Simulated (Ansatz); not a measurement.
# BH₃O+ (doublet): wave-function methods side by side, cc-pVDZ

The task here is to estimate one member of a computed series from the others.

The runs use Ansatz 0.2.0, Gaussian basis; cc-pVDZ, core rule «outside noble gas», up to 2 orbitals frozen.

The runs, in order: UHF; CCSD(T) on ROHF; CCSD(T) on UHF; BCCD(T) on ROHF; CISD; CCSDT(Q) on ROHF; CCSDT(Q) on UHF.

21 further runs of the same task are left out: 1 for a known fault of the program, 6 that didn't finish, 14 set aside as unsound or not needed.

### What is computed

The geometry is a PBE0/def2-TZVP stationary point (not a proven minimum) of the parent state, kept for this charge and spin.

5 atoms, charge 1, spin multiplicity 2.

Atoms are counted from 1 here; the program's logs count them from 0.

Bond lengths: B1–O2 1.348 Å, B1–H3 1.202 Å, B1–H4 1.196 Å, O2–H5 0.961 Å. Angles: O2–B1–H3 120.6°, O2–B1–H4 116.8°, H3–B1–H4 122.6°, B1–O2–H5 113.5°.

Set-up of the first run:

File in.yaml:

```yaml
crystal:
  periodic: [false, false, false]
  atoms:
    - {symbol: B, position_ang: [0.000000, 0.059110, 0.740549]}
    - {symbol: O, position_ang: [0.000000, -0.099827, -0.597826]}
    - {symbol: H, position_ang: [0.000000, 1.158248, 1.226704]}
    - {symbol: H, position_ang: [0.000000, -0.937399, 1.402080]}
    - {symbol: H, position_ang: [0.000000, 0.729726, -1.082284]}
basis:
  gaussian: {orbitals: cc-pVDZ}
total_charge: 1
magnetization: {spin_polarized: true, initial_magnetization: 1}
hamiltonian: {xc: hf}
output: {orbitals: {seedname: orbitals}}
```

Command:

```bash
$ ansatz run in.yaml --threads 1 --pin off --events-out ev --progress --plain --max-ram 2393MiB
```

Steps of the session up to this table: UHF; CCSD(T) on ROHF; CCSD(T) on UHF; BCCD(T) on ROHF; CISD; CCSDT(Q) on ROHF; CCSDT(Q) on UHF.

One table of the session follows, with a row left open; its other results are not shown here.

```
   method  from UCCSDT(Q) (meV)
     ROHF               +8428.8
      UHF               +8174.9
     RMP2                +765.6
     UMP2                +802.2
     CISD                +889.2
    RCCSD                +310.7
    UCCSD                     ?
 RCCSD(T)                 +48.5
 UCCSD(T)                 +51.2
  BCCD(T)                 +54.2
   RCCSDT                 +27.2
   UCCSDT                 +27.2
RCCSDT(Q)                  +8.8
UCCSDT(Q)                     0
```

Estimate the missing values for UCCSD.

**Answer.** from UCCSDT(Q) (meV): +306.0. In the column «from UCCSDT(Q) (meV)» it lies between BCCD(T) (+54.2) and RCCSD (+310.7).

To keep in mind: Restricted and unrestricted rows rest on different reference determinants; where their highest levels disagree by more than a few hundredths of an eV, they describe different states and don't form one ladder.
